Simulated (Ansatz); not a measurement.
Ge (Ia-3, No. 206, 8 atoms in the cell; start mp-1080106; another form than the element's usual one)

Level of theory: r²SCAN (plane waves, PAW; Ansatz, a quantum-chemistry and plane-wave program).

Numerical settings: plane-wave cutoff 500 eV, 8×8×8 k mesh, Fermi–Dirac smearing 0.05 eV, scalar-relativistic PAW data made under PBE.

Cell (relaxed at this level):

```
CELL_PARAMETERS angstrom
     -3.48417     3.48417     3.48417
      3.48417    -3.48417     3.48417
      3.48417     3.48417    -3.48417
ATOMIC_POSITIONS crystal
  Ge 0.50000 0.00000 0.79890
  Ge 0.50000 0.00000 0.20110
  Ge 0.70110 0.70110 0.70110
  Ge 0.29890 0.29890 0.29890
  Ge 0.00000 0.79890 0.50000
  Ge 0.00000 0.20110 0.50000
  Ge 0.79890 0.50000 0.00000
  Ge 0.20110 0.50000 0.00000
```

```yaml
band_gap: zero (no gap)
```

Note: the relaxation could not lower the start's symmetry, so the cell can be a saddle point above a distorted one.

Spin–orbit coupling is not included.

The computed numbers hold no vibrational or temperature effects.

Cost on a shared machine: roughly 100 core-seconds.

A start named mp-… is a Materials Project structure, which need not be a measured phase.
